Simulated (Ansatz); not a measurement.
**S2O: vertical ionisation energy**

One table from this session's results is given with a row withheld; the runs are named, their logs left out.

Method: unrestricted cation, the program's frozen cores in correlated methods; program: Ansatz 0.2.0, Gaussian basis.

Plan: UKS PBE-D4/def2-TZVPP; UKS r2SCAN-D4/def2-TZVPP; UKS PBE0-D4/def2-TZVPP; UKS B3LYP-D4/def2-TZVPP; UKS wB97X-V/def2-TZVPP; UKS wB97M-V/def2-TZVPP; UKS B2PLYP/def2-TZVPP; UHF-CCSD(T)/def2-TZVPP; UHF-CCSD(T)/def2-QZVPP; extrapolation to the limit; then −ε(HOMO) from the neutral's earlier runs with LDA (SPW92), PBE-D4, revPBE-D4, BLYP-D4, r2SCAN-D4, B97M-V, PBE0-D4, B3LYP-D4, r2SCANh-D4, r2SCAN0-D4, HSE06-D4, BHLYP-D4, CAM-B3LYP-D4, LC-ωPBE, ωB97X-V, ωB97M-V.

**The relaxed structure**

An earlier PBE0-D4 in a triple-zeta def2 set relaxation fixed the geometry.

SMILES `O=S=S`, 3 atoms, charge 0, spin multiplicity 1.

Atoms are counted from 1 here; the program's logs count them from 0.

Bond lengths: O1–S2 1.453 Å, S2–S3 1.880 Å. Angles: O1–S2–S3 117.8°.

As a file:

```xyz
3
charge 0, multiplicity 1
O     0.4520    1.2038    0.4933
S     0.5291   -0.2057    0.1489
S    -0.9811   -0.9981   -0.6421
```

Set-up of the first run:

in.yaml reads:

```yaml
crystal:
  periodic: [false, false, false]
  atoms:
    - {symbol: O, position_ang: [0.452030, 1.203823, 0.493268]}
    - {symbol: S, position_ang: [0.529077, -0.205692, 0.148877]}
    - {symbol: S, position_ang: [-0.981097, -0.998131, -0.642146]}
basis:
  gaussian: {orbitals: def2-TZVPP}
total_charge: 1
magnetization: {spin_polarized: true, initial_magnetization: 1}
hamiltonian: {xc: pbe, dispersion: d4}
```

Launch:

```bash
$ ansatz run in.yaml --threads 4 --pin off --events-out ev --progress --plain --max-ram 10444MiB
```

Among the steps run: Cation, UKS PBE-D4/def2-TZVPP; Cation, UKS r2SCAN-D4/def2-TZVPP; Cation, UKS PBE0-D4/def2-TZVPP; Cation, UKS B3LYP-D4/def2-TZVPP; Cation, UKS wB97X-V/def2-TZVPP; Cation, UKS wB97M-V/def2-TZVPP; Cation, UKS B2PLYP (frozen core)/def2-TZVPP; Cation, UHF-CCSD(T)/def2-TZVPP; Cation, UHF-CCSD(T)/def2-QZVPP.

One of the session's tables, all rows but one given; the rest of the session is left out.

It belongs to the step «Ionisation energies side by side». For comparison, −ε(HOMO) of the neutral from earlier runs:

```
  functional  −ε(HOMO) (eV)
 LDA (SPW92)           7.01
      PBE-D4           6.85
   revPBE-D4           6.80
     BLYP-D4           6.69
   r2SCAN-D4           7.13
      B97M-V           7.18
     PBE0-D4           8.13
    B3LYP-D4           7.88
  r2SCANh-D4              ?
  r2SCAN0-D4           8.31
    HSE06-D4           7.72
    BHLYP-D4           9.25
CAM-B3LYP-D4           9.45
     LC-ωPBE          10.83
     ωB97X-V          10.45
     ωB97M-V          10.27
```

Q: Estimate the row for r2SCANh-D4 from the others.

Worked estimate for «−ε(HOMO) (eV)». Against the share of exact exchange, r2SCAN-D4 (0, 7.13), r2SCAN0-D4 (0.25, 8.31) give a slope of 4.72 per unit share; at 0.1 the line stands at 7.60.

The run gave: −ε(HOMO) (eV): 7.60. In «−ε(HOMO) (eV)» the line misses by 0.00.

Limits of these values: The cation may have settled in a state other than its lowest; no search over hole states beyond the program's own was made.
